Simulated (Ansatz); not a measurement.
C$_{3}$H$_{4}$F$_{2}$O, SMILES `FC(F)C1CO1`, relaxed with RKS PBE0-D4/def2-TZVP in the Gaussian-basis code of Ansatz from a PBE-D4/def2-SVP geometry. The force threshold is 0.005 eV/Å; the program also tests the step.

Charge 0, multiplicity 1.

Start:

```xyz
10

F     2.138    0.369    0.108
C     0.874    0.730    0.490
F     0.461    1.767   -0.297
C    -0.043   -0.468    0.333
C    -0.981   -0.567   -0.798
O    -1.428   -0.213    0.516
H     0.912    1.094    1.544
H     0.358   -1.387    0.806
H    -1.282   -1.570   -1.155
H    -1.009    0.245   -1.546
```

| step | energy (eV) | largest force (eV/Å) | largest move (Å) |
| --- | --- | --- | --- |
| 1 | -10649.1594 | 0.651 | 0.000 |
| 2 | -10649.2048 | 0.225 | 0.018 |
| 3 | -10649.2099 | 0.035 | 0.015 |
| 4 | -10649.2100 | 0.011 | 0.004 |
| 5 | -10649.2100 | 0.008 | 0.001 |
| 6 | -10649.2100 | 0.002 | 0.001 |

End:

```xyz
10

F     2.119    0.371    0.110
C     0.864    0.725    0.489
F     0.470    1.757   -0.288
C    -0.041   -0.463    0.323
C    -0.969   -0.567   -0.795
O    -1.415   -0.215    0.508
H     0.906    1.080    1.524
H     0.345   -1.367    0.792
H    -1.269   -1.553   -1.136
H    -1.009    0.233   -1.527
```

It took 21 s on 4 threads of an Arm Neoverse V1 on a shared host, with 0.5 GiB of host memory at the peak.
